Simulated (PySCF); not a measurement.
Compound: C₄H₇Cl.
SMILES: `CC1(Cl)CC1`

A linear-response calculation (PySCF, def2-SVPD basis, gas phase, vertical, core orbitals frozen in the response) gave these numbers; the functional is withheld.

Orbital energies (eV): HOMO-3 -9.62, HOMO-2 -9.34, HOMO-1 -8.31, HOMO -7.73, LUMO 0.50, LUMO+1 0.78, LUMO+2 1.47.

| state | E (eV) | f | main configurations (H = HOMO, L = LUMO) |
| --- | --- | --- | --- |
| S1 | 6.64 | 0.0006 | H→L (89%), H→L+1 (9%) |
| S2 | 7.23 | 0.0039 | H-1→L (88%), H-1→L+1 (10%) |
| S3 | 7.38 | 0.046 | H→L+1 (89%), H→L (9%) |
| S4 | 7.97 | 0.040 | H-1→L+1 (83%), H-1→L (9%) |
| S5 | 8.11 | 0.0024 | H→L+2 (92%) |
| S6 | 8.25 | 0.0005 | H→L+3 (96%) |

Triplets, Tamm–Dancoff:

```csv
state,E (eV),λ (nm),"main configurations (H = HOMO, L = LUMO)"
T1,6.02,206.0,"H→L (84%), H→L+1 (11%)"
T2,6.62,187.4,"H-1→L (80%), H-1→L+1 (11%)"
T3,7.27,170.5,"H→L+1 (85%), H→L (12%)"
T4,7.83,158.4,"H-1→L+1 (54%), H-2→L (21%), H-1→L (15%)"
```

Vertical ionisation energy by ΔSCF with the same functional: 9.84 eV. Mean static polarisability: 61.2 au.

Task: Which of these was used?
A. PBE0
B. PBE
C. HF
D. CAM-B3LYP

Result: A. PBE0 is a global hybrid with 25% exact exchange. In this run −ε(HOMO) = 7.73 eV differs from the ΔSCF value by -2.12 eV, and S1 differs from the orbital gap of 8.23 eV by -1.59 eV. The ratio −ε(HOMO)/IP is 0.78. Usual ranges for neutral molecules in this basis: 0.7 to 0.83 with PBE0, 0.5 to 0.7 with PBE, 0.85 to 0.93 with CAM-B3LYP; with Hartree–Fock the ratio is 1 or more (Koopmans' value less the relaxation energy is the ΔSCF value).

Computed with TDDFT PBE0/def2-SVPD, vertical, gas phase, core orbitals frozen in the response (PySCF). Geometry: PBE0-D3(BJ)/def2-SVP; no solvent, vibrations or thermal averaging.
